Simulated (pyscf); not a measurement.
Optimised with ωB97X-D3(BJ)/def2-SVP in PySCF.

Q: For the elementary gas-phase step •H₂C–C(=CH₂)–CH₃ (SMILES [CH2]C(=C)C) -> H₂C=C=CH₂ (SMILES C=C=C) + CH₃• (SMILES [CH3]) (doublet surface; C–C broken, none formed), what barrier and reaction energy does PBE/def2-TZVP give, measured from the reactant's lowest minimum found?

A: ΔE‡ = 235.3 kJ/mol, ΔE = +209.9 kJ/mol. ωB97M-D3(BJ)/def2-TZVP gives 250.0 kJ/mol and +213.3 kJ/mol. Zero-point energy shifts the barrier by -15.6 kJ/mol. It is a bond scission, with an imaginary mode of 558i cm⁻¹. This is the saddle that the search found; another between the same sides may lie lower.
